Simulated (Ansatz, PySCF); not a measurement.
Isomers of CHN: 1 is C#N, 2 is [C-]#[NH+]; one conformer of each (the lowest of an xTB search), B3LYP-D3(BJ)/def2-TZVP minima.
Isomer 1 (charge 0, multiplicity 1):
```xyz
3

C     -0.02180    -0.36210     0.00000
N      0.92179     0.28854     0.00000
H     -0.89999    -0.96764     0.00000
```
Isomer 2 (charge 0, multiplicity 1, Z-matrix in Å and degrees):
```
N
C 1 1.1640
H 1 0.9974 2 179.99
```

No zero-point or thermal terms.

Correlated levels freeze the cores. CBS(a, b) extrapolates the correlation energy as X⁻³ and adds the Hartree–Fock energy of set b. Rows in 6-311+G** carry no dispersion term and start afresh at each structure.

The values were computed with Ansatz (a first-principles code); PySCF for 6-311+G** rows. 

| level | electronic energy of isomer 2 less that of isomer 1 (eV) |
|---|---|
| r2SCAN/def2-TZVPP | 0.624 |
| B3LYP/6-311+G** | 0.626 |
| B3LYP/def2-TZVPP | 0.603 |
| PBE0/def2-TZVPP | 0.594 |
| CAM-B3LYP/def2-TZVPP | 0.570 |
| wB97M-V/def2-TZVPP | 0.531 |
| MP2/CBS(cc-pVTZ, cc-pVQZ) | 0.760 |
| SCS-MP2/cc-pVQZ | 0.737 |
| CCSD(T)/cc-pVTZ | … |

Q: Fill in the missing entries.

A: 
- CCSD(T)/cc-pVTZ, electronic energy of isomer 2 less that of isomer 1 (eV): 0.643
